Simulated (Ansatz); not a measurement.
## AsH$_{3}$⁺, doublet: the ladder up to full CI

Geometry: a point of a stretch scan, not a stationary point.

```json
{"atom": "As", "x (Å)": "0.0231", "y (Å)": "-0.0390", "z (Å)": "-0.0292"}
{"atom": "H", "x (Å)": "1.4592", "y (Å)": "-0.0252", "z (Å)": "0.3929"}
{"atom": "H", "x (Å)": "-2.4881", "y (Å)": "4.2114", "z (Å)": "1.3911"}
{"atom": "H", "x (Å)": "-0.6855", "y (Å)": "-1.2903", "z (Å)": "0.3868"}
```

Basis cc-pVDZ; Ansatz 0.2.0. Correlated methods freeze the noble-gas cores and the filled d shells of p-block atoms, which leaves 7 electrons in 28 orbitals. Prefix R: restricted or restricted open-shell reference; prefix U: unrestricted. Active spaces: pair = (3e, 3o) about the gap; valence = (7e, 7o) chosen from the atoms' valence shells. No spin–orbit coupling is included, and no scalar relativity.

Full CI is exact within this basis and frozen core; it isn't the basis-set limit. The frozen core follows each run's orbitals, which can shift R against U totals by a few meV for light atoms and by up to 0.1 eV past Ca.

For open shells CISD is restricted-active-space CI with the open shells as a complete middle space.

The UHF ⟨S²⟩ is 1.286 and the T1 diagnostic (RCCSD) is 0.0111. The largest doubles amplitude (RCCSD) is 0.108.

```
                   level  E − E(full CI) (mEh)  share of correlation (%)    wall time
                     RHF                117.49                      0.00            –
                    RMP2                 29.67                     74.75            –
                    CISD                  7.29                     93.79       0.63 s
                   RCCSD                  2.78                     97.63            –
                RCCSD(T)                  0.65                     99.44        2.8 s
                 BCCD(T)                  0.65                     99.44        2.4 s
                  RCCSDT                  0.12                     99.90            –
               RCCSDT(Q)                  0.03                     99.98        6.5 s
                 RCCSDTQ                  0.00                    100.00  17 s (H100)
     CASSCF (pair space)                 98.24                     16.38            –
     NEVPT2 (pair space)                 26.54                     77.41        1.3 s
  CASSCF (valence space)                 63.67                     45.81            –
  NEVPT2 (valence space)                 18.03                     84.66        1.8 s
  MRCISD (valence space)                  2.13                     98.19            –
MRCISD+Q (valence space)                  0.11                     99.91        2.1 s
```

The correlation energy at full CI, counted from RHF, is -3.197 eV. That run took 12 s on 2 threads of AMD EPYC 7R13 with a shared H100 80 GB, shared host over 33,540,030 determinants.

Run but not shown, since their state, orbitals or frozen core can't be matched to the reference's or they repeat it: UHF, UMP2, UCCSD, UCCSD(T), UCCSDT, UCCSDT(Q), UCCSDTQ.

Times hold each run's SCF and search for its determinant on a shared host, so for small cases they say little of a method's own cost; rows without a card ran on 1 thread of AMD EPYC 7R13.

The full-CI state has the irrep A' of Cs, in the program's axes.

Natural occupations of full CI about the gap: 1.964 1.950 1.905 1.000 0.064 0.035 0.032 0.011 0.007 0.007; effectively unpaired electrons, Σ n²(2−n)², 1.07.
